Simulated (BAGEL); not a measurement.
# AlPH6 (Al(PH3)H3) at RI-MP2/aug-cc-pVDZ (density fitting with qzvpp-jkfit)

Aim: the energy change on altering one bond length of AlPH6 (Al(PH3)H3) at RI-MP2/aug-cc-pVDZ (density fitting with qzvpp-jkfit), from 2 runs. 

The results are computed with BAGEL 1.2.2.

1 further run of the same task is left out (it didn't finish).

### 1 The system as given

AlPH6 has 8 atoms, charge 0, and is taken as a singlet. SMILES: `[H][Al]([H])([H])<-[PH3]`. Geometry: a GFN2-xTB relaxation, a rough one for these elements and not checked as a minimum.

Bond lengths: Al1–P2 2.511 Å, P2–H3 1.382 Å, P2–H4 1.382 Å, P2–H5 1.382 Å, Al1–H6 1.569 Å, Al1–H7 1.567 Å, Al1–H8 1.569 Å. Some angles: Al1–P2–H3 122.1°, Al1–P2–H4 121.1°, Al1–P2–H5 122.9°, P2–Al1–H6 95.6°, P2–Al1–H7 95.8°, P2–Al1–H8 95.7°, H3–P2–H4 94.5°, H3–P2–H5 94.5°, H4–P2–H5 94.5°, H6–Al1–H7 119.1°.

### 2 The energy at RI-MP2/aug-cc-pVDZ (density fitting with qzvpp-jkfit)

The input, job.json:

```json
{ "bagel" : [

{
  "title" : "molecule",
  "basis" : "aug-cc-pvdz.json",
  "df_basis" : "qzvpp-jkfit",
  "angstrom" : true,
  "geometry" : [
    { "atom" : "Al", "xyz" : [   -0.004720,    0.010610,   -1.471770 ] },
    { "atom" : "P", "xyz" : [   -0.004240,   -0.001220,    1.038800 ] },
    { "atom" : "H", "xyz" : [    0.670990,    0.952590,    1.777140 ] },
    { "atom" : "H", "xyz" : [    0.509580,   -1.071000,    1.747700 ] },
    { "atom" : "H", "xyz" : [   -1.162200,    0.080150,    1.789520 ] },
    { "atom" : "H", "xyz" : [    1.557000,   -0.010290,   -1.624410 ] },
    { "atom" : "H", "xyz" : [   -0.766580,    1.371240,   -1.623740 ] },
    { "atom" : "H", "xyz" : [   -0.799830,   -1.332080,   -1.633240 ] }
  ]
},
{
  "title" : "hf"
},
{
  "title" : "mp2",
  "ncore" : 10
}

]}
```

The basis set aug-cc-pVDZ is read from a file made from the Basis Set Exchange's data (not shown).

The run is started by

```bash
$ BAGEL_NUM_THREADS=1 BAGEL job.json > job.out
```

Log:

```text
* using 1 threads per process

  ===============================================================
  ===============================================================

  *** Geometry ***

  { "atom" : "Al", "xyz" : [     -0.008920,      0.020050,     -2.781242 ] },
  { "atom" : "P", "xyz" : [     -0.008012,     -0.002305,      1.963047 ] },
  { "atom" : "H", "xyz" : [      1.267987,      1.800134,      3.358308 ] },
  { "atom" : "H", "xyz" : [      0.962967,     -2.023897,      3.302674 ] },
  { "atom" : "H", "xyz" : [     -2.196240,      0.151462,      3.381703 ] },
  { "atom" : "H", "xyz" : [      2.942304,     -0.019445,     -3.069690 ] },
  { "atom" : "H", "xyz" : [     -1.448626,      2.591268,     -3.068424 ] },
  { "atom" : "H", "xyz" : [     -1.511460,     -2.517266,     -3.086376 ] },

  Number of auxiliary basis functions:      364

  Since a DF basis is specified, we compute 2- and 3-index integrals:
    o Being stored without compression. Storage requirement is 0.034 GB

  Number of basis functions:      108
  Number of electrons      :       34

    * METHOD: MOLECULE                             0.12

  *** RHF ***

  === Nuclear Repulsion ===
    87.7767792756

      * DIIS with orbital gradients will be used.

  === RHF iteration (aug-cc-pvdz.json) ===
      0       -586.04013758          0.01073686           0.04
      1       -586.10930882          0.00289053           0.04
      2       -586.11461482          0.00091711           0.04
      3       -586.11526698          0.00017209           0.04
      4       -586.11529021          0.00003229           0.04
      5       -586.11529118          0.00000796           0.04
      6       -586.11529123          0.00000163           0.04
      7       -586.11529123          0.00000033           0.04
      8       -586.11529123          0.00000006           0.04
      9       -586.11529123          0.00000001           0.04
     10       -586.11529123          0.00000000           0.04
    * SCF iteration converged.

    * Permanent dipole moment:
           (    0.000954,     0.005232,    -1.569806) a.u.

    * METHOD: HF                                   0.50

  *** RHF ***

  === Nuclear Repulsion ===
    87.7767792756

      * DIIS with orbital gradients will be used.

  === RHF iteration (aug-cc-pvdz.json) ===
      0       -586.11529123          0.00000000           0.03
    * SCF iteration converged.

    * Permanent dipole moment:
           (    0.000954,     0.005232,    -1.569806) a.u.

  === DF-MP2 calculation ===

    * freezing 10 orbitals
    * 3-index integral transformation done
    * assembly done

      MP2 correlation energy:   -0.2283573533      0.02

      MP2 total energy:       -586.3436485811

    * METHOD: MP2                                  0.10

  ===============================================================
```

Run time: 0.86 s. Hardware: 1 thread of Arm Neoverse V2, shared host; peak memory 0.11 GiB.

### 3 The distorted shape, same level

The input, calc.json:

```json
{ "bagel": [

{
  "title": "molecule",
  "basis": "aug-cc-pvdz.json",
  "df_basis": "qzvpp-jkfit",
  "angstrom": true,
  "geometry": [
    { "atom": "Al", "xyz": [      -0.544907,      -0.752443,      -2.062446 ] },
    { "atom": "P", "xyz": [      -0.544427,      -0.764273,       0.448124 ] },
    { "atom": "H", "xyz": [       0.670990,       0.952590,       1.777140 ] },
    { "atom": "H", "xyz": [      -0.030607,      -1.834053,       1.157024 ] },
    { "atom": "H", "xyz": [      -1.702387,      -0.682903,       1.198844 ] },
    { "atom": "H", "xyz": [       1.016813,      -0.773343,      -2.215086 ] },
    { "atom": "H", "xyz": [      -1.306767,       0.608187,      -2.214416 ] },
    { "atom": "H", "xyz": [      -1.340017,      -2.095133,      -2.223916 ] }
  ]
},

{ "title": "hf" },

{ "title": "mp2", "ncore": 10 }

]}
```

The basis set aug-cc-pVDZ is read from a file made from the Basis Set Exchange's data (not shown).

The run is started by

```bash
$ BAGEL_NUM_THREADS=1 BAGEL calc.json > calc.out
```

Log:

```text
* using 1 threads per process

  ===============================================================
  ===============================================================

  *** Geometry ***

  { "atom" : "Al", "xyz" : [     -1.029725,     -1.421911,     -3.897458 ] },
  { "atom" : "P", "xyz" : [     -1.028818,     -1.444267,      0.846832 ] },
  { "atom" : "H", "xyz" : [      1.267987,      1.800134,      3.358308 ] },
  { "atom" : "H", "xyz" : [     -0.057839,     -3.465858,      2.186458 ] },
  { "atom" : "H", "xyz" : [     -3.217045,     -1.290500,      2.265487 ] },
  { "atom" : "H", "xyz" : [      1.921498,     -1.461406,     -4.185906 ] },
  { "atom" : "H", "xyz" : [     -2.469432,      1.149307,     -4.184640 ] },
  { "atom" : "H", "xyz" : [     -2.532265,     -3.959228,     -4.202592 ] },

  Number of auxiliary basis functions:      364

  Since a DF basis is specified, we compute 2- and 3-index integrals:
    o Being stored without compression. Storage requirement is 0.034 GB

  Number of basis functions:      108
  Number of electrons      :       34

    * METHOD: MOLECULE                             0.13

  *** RHF ***

  === Nuclear Repulsion ===
    84.5705033591

      * DIIS with orbital gradients will be used.

  === RHF iteration (aug-cc-pvdz.json) ===
      0       -585.87566943          0.01184372           0.04
      1       -585.96539539          0.00395246           0.04
      2       -585.97489856          0.00131136           0.04
      3       -585.97643921          0.00032194           0.04
      4       -585.97654631          0.00007397           0.04
      5       -585.97655409          0.00002049           0.04
      6       -585.97655480          0.00000642           0.04
      7       -585.97655489          0.00000285           0.04
      8       -585.97655490          0.00000064           0.04
      9       -585.97655490          0.00000019           0.04
     10       -585.97655490          0.00000006           0.04
     11       -585.97655490          0.00000002           0.04
     12       -585.97655490          0.00000001           0.04
    * SCF iteration converged.

    * Permanent dipole moment:
           (    0.229582,     0.335275,    -1.249397) a.u.

    * METHOD: HF                                   0.58

  *** RHF ***

  === Nuclear Repulsion ===
    84.5705033591

      * DIIS with orbital gradients will be used.

  === RHF iteration (aug-cc-pvdz.json) ===
      0       -585.97655490          0.00000000           0.03
    * SCF iteration converged.

    * Permanent dipole moment:
           (    0.229582,     0.335275,    -1.249397) a.u.

  === DF-MP2 calculation ===

    * freezing 10 orbitals
    * 3-index integral transformation done
    * assembly done

      MP2 correlation energy:   -0.2446577147      0.02

      MP2 total energy:       -586.2212126191

    * METHOD: MP2                                  0.10

  ===============================================================
```

Run time: 0.94 s. Hardware: 1 thread of Arm Neoverse V2, shared host; peak memory 0.11 GiB.

### 4 What came out

Level: RI-MP2/aug-cc-pVDZ (density fitting with qzvpp-jkfit), 10 core orbitals frozen.

| quantity | value |
| --- | --- |
| first shape: total energy | -586.34365 Eh |
| first shape: correlation energy (10 core orbitals frozen) | -228.4 mEh |
| distorted shape: total energy | -586.22121 Eh |
| distorted shape: correlation energy (10 core orbitals frozen) | -244.7 mEh |
| energy change with the P2–H3 bond stretched from 1.382 to 2.488 Å | 3.332 eV |

What this shows: One bond (distorted shape) is far stretched, which a spin-restricted single reference describes badly; perturbation theory on it can break down and give far too much correlation. With the P2–H3 bond stretched from 1.382 to 2.488 Å the energy rises by 3.33 eV (77 kcal/mol). The first shape isn't relaxed at this level, so the change isn't measured from a minimum. A restricted reference can't describe the breaking bond well at this length.
